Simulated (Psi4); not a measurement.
This Psi4 input (wB97X-V/aug-pcseg-2) gives -1.17296 Eh with 46 basis functions.

```
memory 8100 MB

molecule {
0 1
H    -0.00000000   -0.00000000   -0.37201156
H     0.00000000    0.00000000    0.37201156
}

set {
  basis aug-pcseg-2
  scf_type df
}

energy('wb97x-v')
print_variables()
```

Change:
```diff
- basis aug-pcseg-2
+ basis 6-31g*
```

Question: What does the run give now?

Answer: -1.16790 Eh (wB97X-V/6-31G*, 4 functions), a change of +5.06 mEh.
